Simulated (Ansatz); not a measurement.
System: C$_{2}$H$_{2}$F (charge -1, singlet). It need not be the lowest isomer of its formula. Whether it binds its extra electron was not tested at this geometry. SMILES: FC=[CH-]
Geometry from a B3LYP-D3(BJ)/def2-TZVP (Ansatz, an electronic-structure program) optimisation:
```
C
C 1 1.3117
H 1 1.0955 2 134.73
H 2 1.1060 1 107.03 3 0.00
F 1 1.4481 3 103.30 2 -180.00
```
Charge -1, spin multiplicity 1.

Parts of the frozen-core correlation energy in STO-3G (Ansatz, hartree). Frozen orbitals: 3; correlated occupied orbitals by spin: 9 and 9; virtual: 5 and 5. Spin-orbit coupling is left out. No relativistic terms.

```tsv
term	value
reference (HF)	-173.70587
MP2 opposite-spin	-0.09903
MP2 same-spin	-0.01759
CCSD correlation	-0.15045
(T)	-0.00283
FCI minus CCSD(T)	-0.00093
T1 diagnostic	0.018
largest doubles amplitude	0.162
```
